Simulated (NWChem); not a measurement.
System: hydrazine (N2H4); SMILES NN

NWChem input:

```
start job
memory heap 200 mb stack 900 mb global 1100 mb
geometry units angstroms noautoz
  N     -0.060284     0.698870     0.062877
  N      0.060284    -0.698870     0.062877
  H      0.839627     1.107434     0.302782
  H     -0.338595     1.082555    -0.841649
  H     -0.839627    -1.107434     0.302782
  H      0.338595    -1.082555    -0.841649
end
basis spherical
  * library 6-31g*
end
dft
  xc b3lyp
  iterations 150
  mulliken
end
task dft energy
```

NWChem printed, in part:

```
             Northwest Computational Chemistry Package (NWChem) 7.3.0
             --------------------------------------------------------

 C2  symmetry detected

                             Geometry "geometry" -> ""
                             -------------------------

 Output coordinates in angstroms (scale by  1.889725989 to convert to a.u.)

  No.       Tag          Charge          X              Y              Z
 ---- ---------------- ---------- -------------- -------------- --------------
    1 N                    7.0000    -0.05842667     0.69902773     0.07384678
    2 N                    7.0000     0.05842667    -0.69902773     0.07384678
    3 H                    1.0000     0.84256684     1.10519893     0.31375178
    4 H                    1.0000    -0.33571711     1.08345093    -0.83067922
    5 H                    1.0000    -0.84256684    -1.10519893     0.31375178
    6 H                    1.0000     0.33571711    -1.08345093    -0.83067922

 Effective nuclear repulsion energy (a.u.)      41.8840159168

      Symmetry information
      --------------------

 Group name             C2
 Group number              4
 Group order               2
 No. of unique centers     3

                                 NWChem DFT Module
                                 -----------------

 Summary of "ao basis" -> "ao basis" (spherical)
 ------------------------------------------------------------------------------
       Tag                 Description            Shells   Functions and Types
 ---------------- ------------------------------  ------  ---------------------
 N                           6-31g*                  6       14   3s2p1d
 H                           6-31g*                  2        2   2s

      Symmetry analysis of basis
      --------------------------

        a          18
        b          18

            General Information
            -------------------
          SCF calculation type: DFT
          Wavefunction type:  closed shell.
          No. of atoms     :     6
          No. of electrons :    18
           Alpha electrons :     9
            Beta electrons :     9
          Charge           :     0
          Spin multiplicity:     1
          Use of symmetry is: on ; symmetry adaption is: on
          Maximum number of iterations: 150
          AO basis - number of functions:    36
                     number of shells:    20
          Convergence on energy requested:  1.00D-06
          Convergence on density requested:  1.00D-05
          Convergence on gradient requested:  5.00D-04

              XC Information
              --------------
                         B3LYP Method XC Potential
                     Hartree-Fock (Exact) Exchange  0.200
                        Slater Exchange Functional  0.800 local
                    Becke 1988 Exchange Functional  0.720 non-local
              Lee-Yang-Parr Correlation Functional  0.810
                  VWN I RPA Correlation Functional  0.190 local

             Grid Information
             ----------------
          Grid used for XC integration:  medium
          Radial quadrature: Mura-Knowles
          Angular quadrature: Lebedev.
          Tag              B.-S. Rad. Rad. Pts. Rad. Cut. Ang. Pts.
          ---              ---------- --------- --------- ---------
          N                   0.65       49           7.0       434
          H                   0.35       45           8.0       434
          Grid pruning is: on
          Number of quadrature shells:   139
          Spatial weights used:  Erf1

      Superposition of Atomic Density Guess
      -------------------------------------

 Sum of atomic energies:        -110.58040665

      Non-variational initial energy
      ------------------------------

 Total energy =    -111.554364
 1-e energy   =    -231.876892
 2-e energy   =      78.438513
 HOMO         =      -0.304882
 LUMO         =       0.128020

      Symmetry analysis of molecular orbitals - initial
      -------------------------------------------------

  Numbering of irreducible representations:

     1 a           2 b

  Orbital symmetries:

     1 a           2 b           3 a           4 b           5 a
     6 b           7 a           8 b           9 a          10 a
    11 b          12 a          13 b          14 b          15 a
    16 b          17 a          18 b          19 a

     ---------------------------------------------
      Total Density - Mulliken Population Analysis
     ---------------------------------------------

    Atom       Charge   Shell Charges
 -----------   ------   -------------------------------------------------------
    1 N    7     7.79   2.00  0.82  2.48  0.82  1.64  0.04
    2 N    7     7.79   2.00  0.82  2.48  0.82  1.64  0.04
    3 H    1     0.60   0.43  0.17
    4 H    1     0.61   0.43  0.18
    5 H    1     0.60   0.43  0.17
    6 H    1     0.61   0.43  0.18

   convergence    iter        energy       DeltaE   RMS-Dens  Diis-err
 ---------------- ----- ----------------- --------- --------- ---------
 d= 0,ls=0.0,diis     1   -111.8262763471 -1.54D+02  1.42D-02  2.46D-01
 d= 0,ls=0.0,diis     2   -111.8486050514 -2.23D-02  5.34D-03  4.51D-02
 d= 0,ls=0.0,diis     3   -111.8517895576 -3.18D-03  2.21D-03  1.62D-02
 d= 0,ls=0.0,diis     4   -111.8535268496 -1.74D-03  3.86D-04  3.96D-04
 d= 0,ls=0.0,diis     5   -111.8535699684 -4.31D-05  3.08D-05  2.03D-06
 d= 0,ls=0.0,diis     6   -111.8535702066 -2.38D-07  6.46D-06  3.34D-08

         Total DFT energy =     -111.853570206647
      One electron energy =     -234.082645168444
           Coulomb energy =       95.686516715008
    Exchange-Corr. energy =      -15.341457670027
 Nuclear repulsion energy =       41.884015916816

 Numeric. integr. density =       17.999999805043

                  Occupations of the irreducible representations
                  ----------------------------------------------

[...]
```

Level: B3LYP/6-31G* (spherical d). The geometry was optimised at PBE0/def2-SVP.
